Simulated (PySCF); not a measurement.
Reaction (SMILES): FCF → F[CH-]F + H+
B3LYP-D3(BJ)/def2-TZVP geometries, fixed; electronic energies without zero-point terms.

Effect of the auxiliary basis of density fitting at wB97M-V/def2-SVP with PySCF, against the last row, where the deprotonation energy is 419.69 kcal/mol.

```tsv
setting	fitting functions, largest species	largest shift of a total energy (mEh)	shift of the deprotonation energy (kcal/mol)
density fitting: autoaux	373	-0.042	0.000
density fitting: def2-universal-jkfit	265	-0.038	0.007
density fitting: cc-pvtz-jkfit	297	-0.093	-0.005
density fitting: cc-pvqz-jkfit	420	-0.071	-0.008
density fitting: none	-	0.000	0.000
```

Within 0.02 kcal/mol in the deprotonation energy: density fitting: autoaux; density fitting: def2-universal-jkfit; density fitting: cc-pvtz-jkfit; density fitting: cc-pvqz-jkfit. The largest shift is 0.093 mEh in a total energy and 0.008 kcal/mol in the difference.
